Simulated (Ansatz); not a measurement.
C3H5N can be A, `NC1=CC1`, or B, `[C-]#[N+]CC`.

Program: Ansatz. Geometries: PBE0-D4/def2-TZVP. ΔE: electronic, gas phase. CCSD(T)/CBS is the MP2 limit (def2-TZVPP, def2-QZVPP) plus CCSD(T) − MP2 in def2-TZVPP, frozen cores. Functionals use def2-TZVPP. One conformer a species, not always the lowest.

Which isomer does CCSD(T)/CBS put lower? Give the gap. (An estimate is asked.)

Ansatz gave: B, by 31.4 kcal/mol.

Give E(B) − E(A) in kcal/mol with BLYP-D4, ωB97M-V, LDA (SPW92), HF/def2-TZVPP, PBE0-D4, CCSD(T)/def2-SVP, r2SCAN-D4. (An estimate is asked.)

Computed: BLYP-D4 -29.6, ωB97M-V -30.3, LDA (SPW92) -14.4, HF/def2-TZVPP -42.4, PBE0-D4 -23.3, CCSD(T)/def2-SVP -35.2, r2SCAN-D4 -25.3. None reverses the order clearly.

Does the order hold for the free energy at 298.15 K (harmonic terms from PBE0-D4)? (An estimate is asked.)

The calculation gave: Yes: G(B) − G(A) = -31.7 kcal/mol, for one conformer each.

Largest T1 diagnostic: 0.012.

Leaving LDA and LC-ωPBE aside and taking each functional with its dispersion term where it has one, the values, not all of them listed here, spread over 10.5 kcal/mol, from BHLYP-D4 to PBE-D4. LDA lies +7.4 kcal/mol from PBE without D4. In def2-TZVPP, CCSD(T) changes the Hartree–Fock value by +9.0 kcal/mol (the triples alone add +0.9 kcal/mol) and MP2 by +12.3 kcal/mol.
